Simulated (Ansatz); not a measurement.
A plane-wave DFT run in Ansatz 0.2.0 (scalar-relativistic PAW potentials unless the input names others): input and command.

```yaml
crystal:
  lattice:
    - [3.9829807412, 0.0, 0.0]
    - [0.0, 3.9829807412, 0.0]
    - [0.0, 0.0, 3.9829807412]
  atoms:
    - { symbol: Tl, position: [0.0, 0.0, 0.0] }
    - { symbol: Ru, position: [0.0, 0.5, 0.5] }
    - { symbol: Ru, position: [0.5, 0.0, 0.5] }
    - { symbol: Ru, position: [0.5, 0.5, 0.0] }
basis:
  ecutwfc: 420
kpoints:
  mp_grid: { grid: [12, 12, 12] }
hamiltonian:
  xc: pbe
  hubbard: { sites: [{ species: Ru, l: d, u_eff: 5.0 }], double_counting: fll }
scf:
  occupations: { method: gaussian, width: 0.1 }
  n_extra_bands: 16
output:
  forces: true
  eigenvalues: true
  stress: true
```

```bash
ansatz run input.yaml --threads 1 --pin off --max-ram 2560MiB --backend cpu --events-out ev --progress --plain --runs-dir out
```

Abridged log:
```
Tl: projections on atomic orbitals take those of the free atom [Xe 4f14] 5d10 6s2 6p1, of charge +0.00 (hamiltonian.pseudopotentials.projection_atoms); the dataset's partial waves leave at most 3.0e-5 of an orbital's norm unspanned inside its sphere
Ru: projections on atomic orbitals take those of the free atom [Ar 3d10] 4s2 4p6 4d7 5s1, of charge +0.00 (hamiltonian.pseudopotentials.projection_atoms); the dataset's partial waves leave at most 8.1e-6 of an orbital's norm unspanned inside its sphere
scf.n_extra_bands = 16 over 31 filled bands (N_el = 61.0): the run solves 47 bands
Pseudopotentials: kind: paw
Pseudopotential: Tl, paw, valence charge 13, recommended cutoff 420 eV (normal)
Pseudopotential: Ru, paw, valence charge 16, recommended cutoff 420 eV (normal)
Functional definition: PBE
Crystal: 4 atoms, lattice volume = 63.187 Å³
Basis set: ecut = 420 eV, 1237 PW (Γ), exchange–correlation on 54×54×54 points (8 copies of the dense FFT grid, shifted against one another)
Bands: 47, of which v1, the nominal top of the filled ones, is band 31 counted from 1 (30 counted from 0)
Symmetry: 48 space group operations
Space group: Pm-3m (ITA 221), of the structure as read, at distance tolerance 4.0e-5 Å
k-points: 84 of 1728
Initial density: superposition of atomic densities (chi_scale 0.1, normalization cell, long waves kept (reshape's long-wave potential 0.00 eV rms))
Initial wavefunctions: pseudopotential atomic-orbital guess
Functional: x = pbe(κ = 0.804, μ = 0.21951497), c = pbe(β = 0.06672455)
SCF iter   1: F=—  HF=-29064.352451 eV  |F-HF|=—  |Δ(HF+E_count)|=         —  Δρ=9.28e-2  dr2=6.04e0  ethr=3.10e-3  ⟨swp⟩=5.2  Hψ=15354  notcnv=0  defer=229
SCF iter   2: F=—  HF=-29062.990754 eV  |F-HF|=—  |Δ(HF+E_count)|=    1.36e0  Δρ=3.58e-2  dr2=7.13e-1  ethr=3.10e-3  ⟨swp⟩=2.1  Hψ=6380  notcnv=0  defer=803
SCF iter   3: F=—  HF=-29062.981769 eV  |F-HF|=—  |Δ(HF+E_count)|=   8.99e-3  Δρ=1.52e-2  dr2=6.43e-2  ethr=1.17e-3  ⟨swp⟩=2.0  Hψ=4776  notcnv=0  defer=803
SCF iter   4: F=—  HF=-29063.029999 eV  |F-HF|=—  |Δ(HF+E_count)|=   4.82e-2  Δρ=7.37e-3  dr2=1.66e-2  ethr=1.05e-4  ⟨swp⟩=2.0  Hψ=7506  notcnv=0  defer=798
SCF iter   5: F=—  HF=-29063.071576 eV  |F-HF|=—  |Δ(HF+E_count)|=   4.16e-2  Δρ=6.37e-3  dr2=8.21e-3  ethr=2.71e-5  ⟨swp⟩=2.0  Hψ=6100  notcnv=0  defer=798
SCF iter   6: F=—  HF=-29063.105567 eV  |F-HF|=—  |Δ(HF+E_count)|=   3.40e-2  Δρ=5.07e-3  dr2=5.38e-3  ethr=1.35e-5  ⟨swp⟩=2.0  Hψ=6225  notcnv=0  defer=798
SCF iter   7: F=—  HF=-29063.131767 eV  |F-HF|=—  |Δ(HF+E_count)|=   2.62e-2  Δρ=2.25e-3  dr2=1.41e-3  ethr=8.83e-6  ⟨swp⟩=2.1  Hψ=6386  notcnv=0  defer=792
SCF iter   8: F=—  HF=-29063.135291 eV  |F-HF|=—  |Δ(HF+E_count)|=   3.52e-3  Δρ=4.84e-4  dr2=8.64e-5  ethr=2.31e-6  ⟨swp⟩=2.1  Hψ=6415  notcnv=0  defer=787
SCF iter   9: F=—  HF=-29063.135115 eV  |F-HF|=—  |Δ(HF+E_count)|=   1.75e-4  Δρ=5.63e-4  dr2=7.72e-5  ethr=1.42e-7  ⟨swp⟩=2.0  Hψ=5789  notcnv=0  defer=787
SCF iter  10: F=—  HF=-29063.135026 eV  |F-HF|=—  |Δ(HF+E_count)|=   9.00e-5  Δρ=6.98e-4  dr2=1.16e-4  ethr=1.27e-7  ⟨swp⟩=3.0  Hψ=6073  notcnv=0  defer=787
SCF iter  11: F=—  HF=-29063.135317 eV  |F-HF|=—  |Δ(HF+E_count)|=   2.92e-4  Δρ=1.71e-4  dr2=7.44e-6  ethr=1.27e-7  ⟨swp⟩=2.1  Hψ=5804  notcnv=0  defer=787
SCF iter  12: F=—  HF=-29063.135317 eV  |F-HF|=—  |Δ(HF+E_count)|=   6.44e-7  Δρ=1.46e-4  dr2=5.33e-6  ethr=1.22e-8  ⟨swp⟩=1.0  Hψ=3188  notcnv=0  defer=787
SCF iter  13: F=-29063.135331 eV  HF=-29063.135331 eV  |F-HF|=2.31e-8  |Δ(HF+E_count)|=   1.41e-5  Δρ=1.64e-5  dr2=8.16e-8  ethr=1.64e-10  ⟨swp⟩=9.4  Hψ=24451  notcnv=0
SCF 1 converged in 13 iterations: F = -29063.135331 eV  dr2 = 8.16e-8
SCF converged after 13 iterations
Free energy (F): -29063.135331 eV
Harris-Foulkes:  -29063.135331 eV  (|F-HF|=2.31e-8)
Internal energy: -29063.118055 eV  (E = F + TS)
E sigma→0 (E₀):  -29063.126693 eV
Entropy (-TS):   -0.017275 eV (-4.319 meV/atom)
Fermi energy:    19.354787 eV
--- Forces (eV/Å), atoms counted from 1 ---
  atom   1  Tl     0.00000000     0.00000000     0.00000000
  atom   2  Ru     0.00000000     0.00000000     0.00000000
  atom   3  Ru     0.00000000     0.00000000     0.00000000
  atom   4  Ru     0.00000000     0.00000000     0.00000000
--- Stress (GPa, compression-positive) ---
        2.626480       0.000000       0.000000
        0.000000       2.626480       0.000000
        0.000000       0.000000       2.626480
  P = ⅓ Tr σ = 2.6265 GPa (26.265 kbar)
Occupation matrices written to <dir>
```

Apart from outputs and the relaxation, which only the reference makes, the input differs from a reference run on usual settings in scf.n_extra_bands: not typed → 16; hamiltonian.hubbard: not typed → {"sites": [{"species": "Ru", "l": "d", "u_eff": 5.0}], "double_counting": "fll"}. The reference, at the same geometry, ended its own course with pressure 0.00 GPa, largest force 0.000 eV/Å, no gap on the mesh. This run converged in 13 SCF iterations with an energy at zero smearing 3.6 eV/atom above the reference's (the Hamiltonian itself differs), pressure 2.63 GPa, largest force 0.000 eV/Å, no gap on the mesh.

Time: 34 s on 1 thread of Intel(R) Xeon(R) Platinum 8259CL CPU @ 2.50GHz (Skylake/Cascade Lake), with other jobs on the host, peak memory 0.63 GiB.